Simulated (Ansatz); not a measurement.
# CH₇AlSi: small, medium and large basis sets

The task here is to estimate one member of a computed series from the others.

Computed with Ansatz 0.2.0, Gaussian basis. Level: one geometry, several basis sets.

Plan: PBE0-D4/def2-SVP; ωB97M-V/def2-SVP; PBE0-D4/def2-QZVPP; ωB97M-V/def2-QZVPP; the functionals' def2-TZVPP values are taken from earlier runs.

## The relaxed structure

The geometry comes from an earlier relaxation with PBE0-D4 in a triple-zeta def2 set; it is a stationary point, not always the lowest conformer.

SMILES `C[SiH2][AlH2]`, 10 atoms, charge 0, spin multiplicity 1.

Atoms are counted from 1 here; the program's logs count them from 0.

Bond lengths: C1–Si2 1.888 Å, C1–H4 1.092 Å, C1–H5 1.092 Å, C1–H6 1.092 Å, Si2–Al3 2.462 Å, Si2–H7 1.494 Å, Si2–H8 1.494 Å, Al3–H9 1.592 Å, Al3–H10 1.592 Å. Angles: Si2–C1–H4 110.4°, Si2–C1–H5 111.1°, Si2–C1–H6 111.1°, H4–C1–H5 108.0°, H4–C1–H6 108.0°, H5–C1–H6 108.1°, C1–Si2–Al3 112.4°, C1–Si2–H7 108.6°, C1–Si2–H8 108.6°, Al3–Si2–H7 110.3°, Al3–Si2–H8 110.4°, H7–Si2–H8 106.2°, Si2–Al3–H9 121.2°, Si2–Al3–H10 121.1°, H9–Al3–H10 117.7°.

Set-up of the first run:

Contents of in.yaml:

```yaml
crystal:
  periodic: [false, false, false]
  atoms:
    - {symbol: C, position_ang: [-1.221286, 0.707112, -0.748259]}
    - {symbol: Si, position_ang: [-0.100403, -0.747060, -0.306202]}
    - {symbol: Al, position_ang: [1.679258, -0.115928, 1.274173]}
    - {symbol: H, position_ang: [-1.995604, 0.390452, -1.450351]}
    - {symbol: H, position_ang: [-0.651864, 1.514398, -1.214007]}
    - {symbol: H, position_ang: [-1.713706, 1.107572, 0.140571]}
    - {symbol: H, position_ang: [0.492808, -1.292136, -1.564652]}
    - {symbol: H, position_ang: [-0.941449, -1.840730, 0.267453]}
    - {symbol: H, position_ang: [1.452977, -0.204331, 2.847189]}
    - {symbol: H, position_ang: [3.082370, 0.429549, 0.757185]}
basis:
  gaussian: {orbitals: def2-SVP}
hamiltonian: {xc: pbe0, dispersion: d4}
output: {orbitals: {seedname: orbitals}}
```

Command:

```sh
$ ansatz run in.yaml --threads 2 --pin off --events-out ev --progress --plain --max-ram 4352MiB
```

Among the steps run: PBE0-D4 in def2-SVP; ωB97M-V in def2-SVP; PBE0-D4 in def2-QZVPP; ωB97M-V in def2-QZVPP.

One table of the session follows, with a row left open; its other results are not shown here.

It belongs to the step «Functionals by basis». 

| functional | basis | HOMO (eV) | LUMO (eV) |
| --- | --- | --- | --- |
| PBE0-D4 | def2-SVP | ? | ? |
| PBE0-D4 | def2-TZVPP | -7.27 | -2.03 |
| PBE0-D4 | def2-QZVPP | -7.27 | -2.05 |
| ωB97M-V | def2-SVP | -9.25 | -0.34 |
| ωB97M-V | def2-TZVPP | -9.26 | -0.42 |
| ωB97M-V | def2-QZVPP | -9.27 | -0.53 |

Q: Estimate the row for PBE0-D4, def2-SVP from the others.

The run gave: HOMO (eV): -7.30; LUMO (eV): -2.03. In the column «HOMO (eV)» it lies between ωB97M-V, def2-SVP (-9.25) and PBE0-D4, def2-TZVPP (-7.27).
